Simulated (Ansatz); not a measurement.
Results of PBEsol in Ansatz (plane waves, PAW) for zinc-blende HgS (metastable phase).

Settings: plane-wave cutoff 520 eV, 20×20×20 k mesh, Fermi–Dirac smearing 0.05 eV, scalar-relativistic PAW data made under PBE.

Computed at the level's own relaxed cell.

```
HgS
1.0
    0.00000     2.93787     2.93787
    2.93787     0.00000     2.93787
    2.93787     2.93787     0.00000
Hg S
1 1
Direct
  0.00000   0.00000   0.00000
  0.75000   0.75000   0.75000
```

Question: Give the elastic tensor (Voigt notation, GPa, ions relaxed, in the Cartesian axes of the cell as printed).

Answer: 
```
   71.3    54.8    54.8     0.0     0.0     0.0
   54.8    71.3    54.8     0.0     0.0     0.0
   54.8    54.8    71.3     0.0     0.0     0.0
    0.0     0.0     0.0    24.5     0.0     0.0
    0.0     0.0     0.0     0.0    24.5     0.0
    0.0     0.0     0.0     0.0     0.0    24.5
```

Measured, for comparison: elastic constant C11 67.5 GPa, elastic constant C12 51.9 GPa, elastic constant C44 24.2 GPa (room temperature, not corrected to a static lattice, iron-doped crystal; as tabulated in Elastic Constants of beta-HgS, Acta Phys. Pol. A 94). Computed (rounded) less measured: elastic constant C11 +6 %, elastic constant C12 +6 %, elastic constant C44 +1 %. A static lattice is as a rule a little smaller and stiffer than an uncorrected measurement, which can account for part of this.

Note: the solid has no gap at this level, which affects its response.

Spin–orbit coupling is not included; it can shift volumes and moduli of such heavy elements.

Computed values are for the static lattice.

Ansatz is an electronic-structure program.
